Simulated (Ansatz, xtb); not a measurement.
Two structures of HNOP+

Structure a: a singlet given by its coordinates. Structure b: `O[N+]#P`, a singlet. Both are isolated ions in the gas phase, relaxed with PBE0-D4/def2-TZVP.

a (Å):

```yaml
atoms:
  - { symbol: N, position_ang: [-0.2358, 0.5583, -0.0235] }
  - { symbol: O, position_ang: [0.5156, -0.8219, -0.1910] }
  - { symbol: P, position_ang: [1.3138, 0.3443, 0.4611] }
  - { symbol: H, position_ang: [-0.4358, 0.9131, -0.9682] }
```

Close contacts (Å): N1–O2 1.58, N1–P3 1.64, O2–P3 1.56, N1–H4 1.03.

b (Å):

```yaml
atoms:
  - { symbol: N, position_ang: [-1.4881, -0.2723, -2.0154] }
  - { symbol: O, position_ang: [-2.7438, -0.4473, -2.0519] }
  - { symbol: P, position_ang: [-0.0549, 0.0290, -2.1308] }
  - { symbol: H, position_ang: [-3.0291, -0.9883, -1.2861] }
```

Quicker runs give these differences E(b) − E(a): GFN2-xTB −23.9 kcal/mol; HF/STO-3G −42.7 kcal/mol (at GFN2-xTB geometries); r2SCAN-D4/def2-SVP −38.9 kcal/mol (at GFN2-xTB geometries).

Q: Estimate E(b) − E(a) at the level CCSD(T)/def2-TZVPP.

A: Calculated at CCSD(T)/def2-TZVPP: E(b) − E(a) = −22.0 kcal/mol, so structure b lies lower.

The same difference at several levels:

```
             level           geometry  E(b) − E(a) (kcal/mol)  departure from the last row (kcal/mol)  job, with rough time for the two
          GFN2-xTB           GFN2-xTB                     −23.9                                    −1.8              optimisation, 0.24 s
         HF/STO-3G           GFN2-xTB                     −42.7                                   −20.7              single point, 0.46 s
r2SCAN-D4/def2-SVP           GFN2-xTB                     −38.9                                   −16.9               single point, 3.1 s
 PBE0-D4/def2-TZVP  PBE0-D4/def2-TZVP                     −23.7                                    −1.7                optimisation, 53 s
     HF/def2-TZVPP  PBE0-D4/def2-TZVP                     −22.1                                     0.0           part of the CCSD(T) run
    MP2/def2-TZVPP  PBE0-D4/def2-TZVP                     −25.5                                    −3.5           part of the CCSD(T) run
CCSD(T)/def2-TZVPP  PBE0-D4/def2-TZVP                     −22.0                                                        single point, 28 s
```

The levels shown agree on the order. The largest departure from CCSD(T)/def2-TZVPP is that of HF/STO-3G, 20.7 kcal/mol.

With harmonic frequencies from PBE0-D4/def2-TZVP (ideal gas, rigid rotor, one conformer each, 600 K, 1 atm): on the last row, ΔE + ΔZPE = −21.2, ΔH = −21.0, ΔG = −20.6 kcal/mol.

The T1 diagnostic of structures a and b is large, so the coupled-cluster value is less sure. The correlated steps freeze 7 core orbitals. Programs: Ansatz 0.2.0, xtb 6.7.1; the last row on 1 thread of Intel(R) Xeon(R) Processor @ 2.50GHz (Skylake/Cascade Lake) on a shared host.
